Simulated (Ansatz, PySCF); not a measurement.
pyrrole (C₄H₅N), SMILES c1cc[nH]c1.

Geometry: B3LYP-D3(BJ)/def2-SVP.

Vertical ionisation energy (IE) and electron affinity (EA) in eV. Rows of orbital energies are one-electron estimates. Where ΔSCF, EOM or ADC give a negative EA the extra electron is unbound and the value depends on the basis.

| level | IE | EA |
|---|---|---|
| −ε(HOMO), −ε(LUMO), r2SCAN/def2-TZVP (PySCF) | 5.23 | -0.23 |
| ΔSCF, CAM-B3LYP/def2-TZVPD (Ansatz), final states of multiplicity 2 and 2 | (withheld) | (withheld) |

**Question.** What belongs in the gaps? (Estimate from the structure and the level; the computed values follow.)

**Answer.** 
- ΔSCF, CAM-B3LYP/def2-TZVPD (Ansatz, an electronic-structure program), final states of multiplicity 2 and 2, IE: 8.26
- ΔSCF, CAM-B3LYP/def2-TZVPD (Ansatz), final states of multiplicity 2 and 2, EA: -1.32

**Question.** What vertical singlet–triplet gap does ΔSCF give with CAM-B3LYP/def2-TZVPD (Ansatz)? (An estimate is asked for; the answer gives what the named calculation found.)

**Answer.** 4.33 eV (triplet above singlet where positive).
